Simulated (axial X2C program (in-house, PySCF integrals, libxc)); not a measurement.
# SiC⁻: cheaper levels and CCSD(T), two-component

All values were computed with an in-house relativistic program for diatomic molecules. Two-component (2c) means X2C with spin–orbit coupling and atomic mean-field two-electron Coulomb and Gaunt terms. Basis: Si dyall-av3z [9s8p3d2f], C dyall-av3z [8s7p3d2f] (cores contracted in-house); Gaussian nuclei, density fitting, unrestricted open shells. Masses: Si 27.977 u, C 12.000 u.

State: Ω = 1/2 (⟨Sz⟩ = 0.50, ⟨Lz⟩ = 0.00 at HF); fragments Si- + C for PBE0, HF, CCSD, CCSD(T); Si + C- for M06.

```
level  Re (Å)  ωe (cm⁻¹)  De (eV)
 PBE0   1.675     1053.0     5.11
   HF   1.760      766.8     2.89
 CCSD   1.679     1040.5     4.62
  M06   1.673     1050.1      n/a
```

Correlated methods: 9 electrons correlated (number of frozen shells: Si 2 s, 1 p; C 1 s), 203 virtual spin orbitals or spinors in MP2, 89 natural virtuals in coupled cluster.

CCSD(T), same Hamiltonian and basis:

Re = 1.680 Å, ωe = 1056.1 cm⁻¹, De = 4.91 eV; T1 = 0.099 (Lee–Taylor normalisation).

Problem. Give the differences from CCSD(T) in the columns below.

Solution. 

| level | ΔRe (Å) | Δωe (cm⁻¹) | ΔDe (eV) |
| --- | --- | --- | --- |
| PBE0 | -0.005 | -3 | 0.20 |
| HF | 0.080 | -289 | -2.02 |
| CCSD | -0.001 | -16 | -0.29 |
| M06 | -0.007 | -6 | n/a |

The state is one determinant whose occupation by symmetry is held fixed; it was picked as the lowest of a PBE0 search that is not exhaustive. De is counted from the lowest determinant-based energies of the atoms at the same level, without counterpoise correction. De is not given where an atomic determinant may have missed its ground term or J level, or where the truncated virtual space spoils (T). Density functionals use the spin component along the axis (collinear). Coupled cluster ran in a truncated set of natural virtual spinors; the MP2 energy of the rest was added. (T) has no such correction and the atoms are truncated less, which lowers De at CCSD(T) by a hundredth of an eV or more. In 2c an atomic determinant is not the ground J level, so De misses part of the atomic spin–orbit lowering. This holds for PBE0, CCSD, CCSD(T). PBE0 can misorder states that lie within some tenths of an eV, so this need not be the ground state of the molecule. The nearest other 2c determinant of the search, Ω = 3/2, lies 0.44 eV up at the distance of the search. Without a current term, density functionals place determinants with orbital angular momentum somewhat too high. The highest occupied level of some functionals is positive through self-interaction error; at Hartree–Fock it is bound. The determinant is spin-polarised beyond a pure state at some levels (its spin-free form has ⟨S²⟩ too high), which makes Re and μ there less reliable. The T1 diagnostic is large, a sign of multireference character. Hartree–Fock gets electron affinities wrong, so its lowest charge split need not be the true one.
